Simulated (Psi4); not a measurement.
# C2H6O (ethanol): wB97X/cc-pVDZ

What is the vertical ionisation energy of C2H6O (ethanol) at wB97X/cc-pVDZ? 

The calculation is run with Psi4 1.11.

2 further runs of the same task are left out: 2 set aside as unsound or not needed.

## Step 1: The molecule

The species is C2H6O (9 atoms), meant as a singlet with charge 0. SMILES: `CCO`. Geometry: relaxed at PBE0-D4/def2-TZVP. This is one conformer, not always the lowest.

Bond lengths: C1–C2 1.513 Å, C2–O3 1.413 Å, C1–H4 1.093 Å, C1–H5 1.092 Å, C1–H6 1.095 Å, C2–H7 1.093 Å, C2–H8 1.099 Å, O3–H9 0.961 Å. Some angles: C1–C2–O3 112.9°, C1–C2–H7 110.3°, C1–C2–H8 110.2°, O3–C2–H7 105.5°, O3–C2–H8 110.8°, C2–C1–H4 110.8°, C2–C1–H5 110.6°, C2–C1–H6 111.1°, C2–O3–H9 108.2°, H7–C2–H8 107.0°.

## Step 2: Energy and forces at wB97X/cc-pVDZ

Contents of c2h6o.json:

```json
{
 "schema_name": "qcschema_input",
 "schema_version": 1,
 "molecule": {
  "schema_name": "qcschema_molecule",
  "schema_version": 2,
  "symbols": ["C", "C", "O", "H", "H", "H", "H", "H", "H"],
  "geometry": [-1.01364909, 1.08016745, -0.88514772, 0.58090181, -1.13383567, -0.02891281, 2.27806484, -0.49397441, 1.93054421, -2.23365628, 0.53932784, -2.46212417, 0.18443727, 2.64731733, -1.49099391, -2.23290039, 1.75385482, 0.64401866, 1.76179167, -1.80771201, -1.58264563, -0.63834948, -2.71667028, 0.53970578, 1.31335966, 0.13152494, 3.33536661],
  "molecular_charge": 0,
  "molecular_multiplicity": 1,
  "fix_symmetry": "c1"
 },
 "driver": "gradient",
 "model": {
  "method": "wb97x",
  "basis": "cc-pVDZ"
 },
 "keywords": {
  "puream": true,
  "e_convergence": 1e-09,
  "d_convergence": 1e-08,
  "scf_type": "pk",
  "dft_radial_points": 99,
  "dft_spherical_points": 590
 }
}
```

Run with:

```
$ psi4 --qcschema c2h6o.json -n 1 --memory 1600MB
```

stdout:

```text
[...]
  Running in c1 symmetry.
[...]
  Nuclear repulsion =   81.967640176324068
[...]
  Multiplicity = 1
[...]
  Nalpha       = 13
  Nbeta        = 13
[...]
    Number of basis functions: 72
[...]
   @RKS iter   1:  -154.85014729357295   -4.53833e-01   7.79792e-03 DIIS/ADIIS
[...]
   @RKS iter  11:  -155.00181083844117   -1.36424e-11   7.41920e-09 DIIS
[...]
    Orbital Energies [Eh]
    ---------------------
    Doubly Occupied:
       1A    -19.195254     2A    -10.307979     3A    -10.260675
       4A     -1.139998     5A     -0.875371     6A     -0.743199
       7A     -0.609597     8A     -0.560093     9A     -0.539944
      10A     -0.483641    11A     -0.470692    12A     -0.421283
      13A     -0.367347
[...]
  @RKS Final Energy:  -155.00181083844117
   => Energetics <=
    Nuclear Repulsion Energy =             81.9676401763240676
    One-Electron Energy =                -372.1013867890570168
    Two-Electron Energy =                 150.1021146141044937
    DFT Exchange-Correlation Energy =     -14.9701788398127391
    Empirical Dispersion Energy =           0.0000000000000000
    VV10 Nonlocal Energy =                  0.0000000000000000
    Total Energy =                       -155.0018108384411732
[...]
 Multipole Moments:
 ------------------------------------------------------------------------------------
     Multipole            Electronic (a.u.)      Nuclear  (a.u.)        Total (a.u.)
 ------------------------------------------------------------------------------------
 L = 1.  Multiply by 2.5417464519 to convert [e a0] to [Debye]
 Dipole X            :          2.2000280           -2.8109399           -0.6109119
 Dipole Y            :         -0.6942299            0.7876083            0.0933784
 Dipole Z            :          1.7583203           -1.7214091            0.0369112
 Magnitude           :                                                    0.6191085
[...]
  -Total Gradient:
     Atom            X                  Y                   Z
    ------   -----------------  -----------------  -----------------
       1       -0.001139562391     0.002423125262     0.000092822529
       2       -0.001093630894    -0.003190974960    -0.005157999946
       3       -0.004757216438     0.000140699693     0.001944800868
       4        0.003485808372     0.001144030951     0.004274978980
       5       -0.003449926497    -0.004410160845     0.001397954787
       6        0.003276327201    -0.001895245878    -0.004285080554
       7       -0.003088145680     0.002019240713     0.004355271119
       8        0.003771923502     0.004515775506    -0.000793764321
       9        0.002988317040    -0.000749397322    -0.001825330630
[...]
```

Wall time 18 s (1 thread of Intel Xeon 6975P-C (Granite Rapids), shared host); peak memory 0.85 GiB.

## Step 3: The doublet cation: the energy at U-wB97X/cc-pVDZ

Contents of c2h6o.json:

```json
{
 "schema_name": "qcschema_input",
 "schema_version": 1,
 "molecule": {
  "schema_name": "qcschema_molecule",
  "schema_version": 2,
  "symbols": ["C", "C", "O", "H", "H", "H", "H", "H", "H"],
  "geometry": [-1.01364909, 1.08016745, -0.88514772, 0.58090181, -1.13383567, -0.02891281, 2.27806484, -0.49397441, 1.93054421, -2.23365628, 0.53932784, -2.46212417, 0.18443727, 2.64731733, -1.49099391, -2.23290039, 1.75385482, 0.64401866, 1.76179167, -1.80771201, -1.58264563, -0.63834948, -2.71667028, 0.53970578, 1.31335966, 0.13152494, 3.33536661],
  "molecular_charge": 1,
  "molecular_multiplicity": 2,
  "fix_symmetry": "c1",
  "fix_com": true,
  "fix_orientation": true
 },
 "driver": "energy",
 "model": {
  "method": "wb97x",
  "basis": "cc-pVDZ"
 },
 "keywords": {
  "reference": "uks",
  "puream": true,
  "e_convergence": 1e-09,
  "d_convergence": 1e-08,
  "scf_type": "pk",
  "dft_radial_points": 99,
  "dft_spherical_points": 590,
  "maxiter": 200,
  "scf_properties": ["QUADRUPOLE", "MAYER_INDICES", "LOWDIN_CHARGES"]
 }
}
```

Run with:

```
$ psi4 --qcschema c2h6o.json -n 1 --memory 1600MB
```

stdout:

```text
[...]
  Running in c1 symmetry.
[...]
  Nuclear repulsion =   81.967640176324068
[...]
  Multiplicity = 2
[...]
  Nalpha       = 13
  Nbeta        = 12
[...]
    Number of basis functions: 72
[...]
   @UKS iter   1:  -154.53293522486086   -1.36621e-01   5.10967e-03 DIIS/ADIIS
[...]
   @UKS iter  18:  -154.61872375276954   -2.16289e-11   9.39477e-09 DIIS
[...]
   @S^2 Observed:                7.545249406E-01
[...]
    Orbital Energies [Eh]
    ---------------------
    Alpha Occupied:
       1A    -19.629494     2A    -10.600377     3A    -10.507451
       4A     -1.536469     5A     -1.159124     6A     -1.036555
       7A     -0.939548     8A     -0.879788     9A     -0.863618
      10A     -0.781773    11A     -0.730918    12A     -0.721306
      13A     -0.694058
    Alpha Virtual:
      14A     -0.094632    15A     -0.031044    16A     -0.007653
      17A      0.002511    18A      0.029910    19A      0.050876
      20A      0.054025    21A      0.093678    22A      0.283725
      23A      0.304184    24A      0.324185    25A      0.340881
[...]
  @UKS Final Energy:  -154.61872375276954
   => Energetics <=
    Nuclear Repulsion Energy =             81.9676401763240676
    One-Electron Energy =                -364.2130641267961551
    Two-Electron Energy =                 142.3946242052570312
    DFT Exchange-Correlation Energy =     -14.7679240075545231
    Empirical Dispersion Energy =           0.0000000000000000
    VV10 Nonlocal Energy =                  0.0000000000000000
    Total Energy =                       -154.6187237527695402
[...]
 Multipole Moments:
 ------------------------------------------------------------------------------------
     Multipole            Electronic (a.u.)      Nuclear  (a.u.)        Total (a.u.)
 ------------------------------------------------------------------------------------
 L = 1.  Multiply by 2.5417464519 to convert [e a0] to [Debye]
 Dipole X            :        -13.5691107           13.7827175            0.2136068
 Dipole Y            :          3.3876882           -3.7261620           -0.3384737
 Dipole Z            :         -8.1141802            8.9433178            0.8291376
 Magnitude           :                                                    0.9206854
 L = 2.  Multiply by 1.3450342976 to convert [e a0^2] to [Debye ang]
 Quadrupole XX       :        -76.7466583           64.9516188          -11.7950395
 Quadrupole XY       :         25.1544297          -25.4342731           -0.2798433
[...]
```

The result, in JSON:

```text
{
 "driver": "energy",
 "model": {
  "method": "wb97x",
  "basis": "cc-pVDZ"
 },
 "success": true,
 "return_result": -154.61872375276954,
 "properties": {
  "calcinfo_nbasis": 72,
  "calcinfo_nmo": 72,
  "calcinfo_nalpha": 13,
  "calcinfo_nbeta": 12,
  "calcinfo_natom": 9,
  "nuclear_repulsion_energy": 81.96764017632407,
  "return_energy": -154.61872375276954,
  "scf_one_electron_energy": -364.21306412679616,
  "scf_two_electron_energy": 142.39462420525703,
  "scf_xc_energy": -14.767924007554523,
  "scf_dipole_moment": [0.21360683428679117, -0.33847372319791225, 0.8291376406648965],
  "scf_total_energy": -154.61872375276954,
  "scf_iterations": 18
 }
}
```

It took 28 s on 1 thread of Intel Xeon 6975P-C (Granite Rapids), shared host; peak memory 0.85 GiB.

## Step 4: What came out

Level: wB97X/cc-pVDZ.

```
                                          quantity          value
                       singlet C2H6O: total energy  -155.00181 Eh
                      singlet C2H6O: dipole moment         1.57 D
                        singlet C2H6O: HOMO energy      -10.00 eV
                        singlet C2H6O: LUMO energy        4.06 eV
                      singlet C2H6O: HOMO–LUMO gap       14.06 eV
           singlet C2H6O: largest force on an atom     0.317 eV/Å
                      doublet cation: total energy  -154.61872 Eh
doublet cation: HOMO energy (highest over α and β)      -18.81 eV
 doublet cation: LUMO energy (lowest over α and β)      -10.80 eV
                              doublet cation: ⟨S²⟩          0.755
vertical ionisation energy (to the doublet cation)      10.424 eV
```

In words: The vertical ionisation energy comes to 10.42 eV (1006 kJ/mol). The largest force (singlet C2H6O) is 0.32 eV/Å: the shape isn't a stationary point for this species at this level. The negative HOMO energy of the first species, 10.00 eV, lies 0.43 eV below that difference.
